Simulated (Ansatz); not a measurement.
Born–Oppenheimer molecular dynamics of C₄H₅FO (11 atoms, charge 0, multiplicity 1). It goes on from the last frame of an earlier run, with new velocities.

These are results of Ansatz, UKS PBE0/STO-3G, not measurements.

- ensemble: NVT, Langevin thermostat
- time step: 0.5 fs
- steps asked: 308
- set temperature: 400 K
- friction: 0.005 /fs
- temperature schedule: 77 steps to 400 K, then 231 steps to 10 K
- seed: 806058

First frame:

```xyz
11
Properties=species:S:1:pos:R:3
C -1.387 -0.460 1.316
O 0.056 -0.532 0.794
C 0.231 -0.206 -0.601
C -0.442 0.226 -1.632
F -1.542 0.705 -2.144
C 1.020 -0.223 -1.772
H -1.144 -0.726 2.396
H -2.020 -1.264 0.990
H -1.747 0.557 1.330
H 1.728 0.606 -1.838
H 1.548 -1.067 -2.057
```

(1) How far do the bonds stretch over the last three quarters of this one trajectory? (Pairs bonded in most of those frames.)

## Answers

(1) 
```
  bond  mean (Å)  spread (Å)  shortest  longest
 C1–O2     1.481       0.043      1.39     1.57
 C1–H7     1.109       0.029      1.05     1.16
 C1–H8     1.111       0.027      1.05     1.18
 C1–H9     1.110       0.022      1.06     1.16
 O2–C3     1.393       0.036      1.29     1.48
 C3–C4     1.328       0.023      1.29     1.38
 C3–C6     1.526       0.034      1.46     1.59
 C4–F5     1.353       0.035      1.29     1.43
 C4–C6     1.532       0.055      1.42     1.62
C6–H10     1.107       0.035      1.04     1.18
C6–H11     1.104       0.019      1.05     1.15
```

Mean temperature of the second half: 523 K. The schedule's set-point averaged 140 K over the second half and the system 523 K, so it lags behind the ramp. A run of 0.15 ps of so small a system gives no equilibrium averages. Limits of this set-up: minimal basis.

Time of the run: 14 min on 1 thread of Arm Neoverse V2, on a shared host, peak memory 0.13 GiB.
